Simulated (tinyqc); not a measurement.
Orbital energy against energy difference: ionisation energy by orbital energies and by energy differences in the 6-31g basis, for H2O, spin multiplicity 1. Computed by the program tinyqc with PySCF. The cation is unrestricted; errors are against CCSD(T) in this basis, not against experiment.

Geometry (angstrom):
```
atom       x        y       z
O     0.0000   0.0000  0.0000
H     0.0000   0.7100  0.5580
H     0.0000  -0.7100  0.5580
```

CCSD(T) difference in the same basis = 12.0933 eV

IP-EOM-CCSD = 11.8640 eV

First vertical ionisation energy (eV):
```
method     -e(HOMO)  E(cation) - E  error of -e(HOMO)  error of the difference
HF          13.7469      11.209761             1.6536                  -0.8835
LDA          6.4039      12.951765            -5.6894                   0.8585
PBE          6.3163      12.623479            -5.7770                   0.5302
PBE0         8.4378      12.568536            -3.6554                   0.4753
CAM-B3LYP    9.9658      12.678006            -2.1275                   0.5847
LC-wPBE     11.4102      12.714599            -0.6830                   0.6213
```

Estimate the missing row, method = B3LYP.

Computed row:
```
method  -e(HOMO)  E(cation) - E  error of -e(HOMO)  error of the difference
B3LYP     8.0694      12.683724            -4.0239                   0.5904
```

Koopmans errs by +1.65 eV and Delta-HF by -0.88 eV: relaxation, 2.54 eV, lowers the value and the missing correlation difference works against it. The PBE level is off by -5.8 eV through the wrong tail of its potential, though its energy difference is off by +0.53 eV; exact exchange deepens the level, and among the orbital energies LC-wPBE comes closest; among the differences PBE0 does.
